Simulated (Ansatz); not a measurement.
HB–PH2⁺, triplet: reading a ladder of total energies

Geometry: that of the HB–PH2, doublet, kept fixed. The singlet lies 1.9 eV lower here.

```yaml
atoms:
  - { symbol: B, position_ang: [0.1000, 0.1600, 1.3248] }
  - { symbol: P, position_ang: [-0.0800, -0.0335, -0.4731] }
  - { symbol: H, position_ang: [0.0340, -0.5521, 2.2719] }
  - { symbol: H, position_ang: [0.6856, -1.1488, -0.8924] }
  - { symbol: H, position_ang: [0.6655, 1.0138, -1.0512] }
```

Basis cc-pVDZ; Ansatz 0.2.0. Correlated methods freeze the noble-gas cores, which leaves 10 electrons in 41 orbitals. Prefix R: restricted or restricted open-shell reference; prefix U: unrestricted.

Full CI isn't at hand for all of this; UCCSDT(Q) serves as the reference, and is uncertain by about the last step of the cluster series.

Runs differ by some tens of microhartree through their thresholds and, for an open shell, their frozen cores, so steps under 0.03 kcal/mol mean nothing.

```tsv
level	total energy (hartree)
UHF	-366.765344
UMP2	-366.916434
UCCSD	-366.954234
UCCSD(T)	-366.959028
UCCSDT	-366.960190
UCCSDT(Q)	-366.960376
```

Task: What is the correlation energy at UCCSDT(Q), and what share of it do UMP2 and UCCSD recover?

Result: E(corr) = -366.960376 − (-366.765344) = -0.195032 hartree = -5.307 eV. UMP2: -0.151090 / -0.195032 = 77.47 %. UCCSD: -0.188890 / -0.195032 = 96.85 %.

Task: By how many kcal/mol does UCCSD(T) miss UCCSDT(Q) (1 hartree = 627.509 kcal/mol), and which steps make up the rest?

Result: -366.959028 − (-366.960376) = 0.001348 hartree = 0.85 kcal/mol. Steps: UCCSDT − UCCSD(T) = -0.73, UCCSDT(Q) − UCCSDT = -0.12 kcal/mol. Differences between like states or geometries often cancel part of this.
